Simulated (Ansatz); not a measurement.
Relaxation of C₃H₇NO₂ (13 atoms, charge 0, multiplicity 1), to a largest force component of 0.02 eV/Å in at most 50 steps.

Theory: Ansatz, RKS PBE0/def2-SVP.

```xyz
13
Properties=species:S:1:pos:R:3
N -0.798 0.823 1.103
C -0.941 -0.099 0.246
O -1.979 -0.968 0.290
C 0.099 -0.304 -0.881
C 1.460 -0.181 -0.407
O 1.771 1.208 -0.130
H -1.583 0.854 1.774
H -2.518 -0.760 1.023
H -0.195 0.437 -1.617
H -0.124 -1.319 -1.262
H 2.143 -0.525 -1.137
H 1.657 -0.742 0.541
H 1.028 1.541 0.470
```

Where does it end, and by what steps?

The run converged. After 14 steps the energy has fallen by 0.470 eV; H8 moved furthest, 0.40 Å.

| step | energy less start (eV) | largest force component (eV/Å) | accepted |
| --- | --- | --- | --- |
| 0 | 0.0000 | 3.746 | yes |
| 1 | -0.3716 | 1.459 | yes |
| 2 | -0.4437 | 0.316 | yes |
| 3 | -0.4543 | 0.193 | yes |
| 4 | -0.4574 | 0.137 | yes |
| 5 | -0.4623 | 0.075 | yes |
| 6 | -0.4657 | 0.059 | yes |
| 7 | -0.4680 | 0.125 | yes |
| 8 | -0.4686 | 0.248 | yes |
| 9 | -0.4689 | 0.142 | yes |
| 10 | -0.4692 | 0.078 | yes |
| 11 | -0.4700 | 0.026 | yes |
| 12 | -0.4698 | 0.051 | no |
| 13 | -0.4701 | 0.025 | yes |
| 14 | -0.4701 | 0.002 | yes |

```xyz
13
Properties=species:S:1:pos:R:3
N -0.658 0.670 1.243
C -0.935 -0.128 0.293
O -2.099 -0.773 0.102
C 0.057 -0.430 -0.790
C 1.488 -0.058 -0.413
O 1.641 1.298 -0.144
H -1.423 0.799 1.910
H -2.730 -0.519 0.789
H -0.255 0.134 -1.686
H -0.026 -1.498 -1.049
H 2.151 -0.314 -1.256
H 1.801 -0.693 0.442
H 1.007 1.476 0.573
```

Run time: 45 s on 2 threads of Arm Neoverse V2, on a shared host, peak memory 0.28 GiB.
